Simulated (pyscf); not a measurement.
**Routes from H₂N–SiH(NH₂)–NH₂ (SMILES N[SiH](N)N) + H₂O (SMILES O)**

Candidate steps break at most two bonds and form at most two. Each was searched with GFN2-xTB (tblite) first. Single points on ωB97X-D3(BJ)/def2-SVP structures (PySCF, gas phase). Energies: ωB97M-D3(BJ)/def2-TZVP, kJ/mol, from the separated reactants, singlet surface; ΔG‡ with ideal gas, 1 atm, RRHO with modes under 100 cm⁻¹ raised to 100, one conformer, R ln 2 for chiral ones without a mode under 150 cm⁻¹.

```csv
products,type,ΔE‡,ΔE,ΔG‡ 298 K,ΔG‡ 900 K,ν‡ (cm⁻¹)
NH₃ + H₂N–SiH(NH₂)–OH,four-centre exchange,81.4,-51.2,128.4,229.6,1039i
H₂N–Si(NH₂)(NH₂)–OH + H₂,four-centre exchange,118.5,-101.7,157.7,250.2,1084i
```

Row 1: On the reactant side the descent ends in a complex, 25.3 kJ/mol under the separated species and 107.0 kJ/mol under the saddle at ωB97X-D3(BJ)/def2-TZVP. On the product side the descent ends in a complex (not fully relaxed), 22.6 kJ/mol under the separated species and 153.9 kJ/mol under the saddle at ωB97X-D3(BJ)/def2-TZVP. Row 2: On the reactant side the descent ends in a complex (not fully relaxed), 17.9 kJ/mol under the separated species and 139.6 kJ/mol under the saddle at ωB97X-D3(BJ)/def2-TZVP. 

Plain bond fissions and candidates not yet searched are not listed, and one of them may be faster. Each barrier is that of the saddle found; lower ones may exist.
